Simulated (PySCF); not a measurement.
hydrazine (H4N2), SMILES NN.

Geometry optimised at PBE-D3(BJ)/def2-TZVP.

These are PBE-D3(BJ)/def2-TZVP run with PySCF values and carry that method's errors.

Frequencies are harmonic and unscaled.

| mode | ν (cm⁻¹) | IR (km/mol) | moving atoms (share of kinetic energy) |
|---|---|---|---|
| 1 | 436 | 37.5 | H 96 % |
| 2 | 766 | 68.1 | H 51 %, N 49 % |
| 3 | 964 | 137.8 | H 84 %, N 16 % |
| 4 | 1099 | 13.3 | N 54 %, H 46 % |
| 5 | 1260 | 4.0 | H 85 %, N 15 % |
| 6 | 1292 | 2.4 | H 80 %, N 20 % |
| 7 | 1624 | 14.0 | H 92 %, N 8 % |
| 8 | 1638 | 11.7 | H 96 % |
| 9 | 3343 | 25.4 | H 95 % |
| 10 | 3355 | 4.4 | H 96 % |
| 11 | 3454 | 0.0 | H 92 %, N 8 % |
| 12 | 3461 | 0.5 | H 92 % |
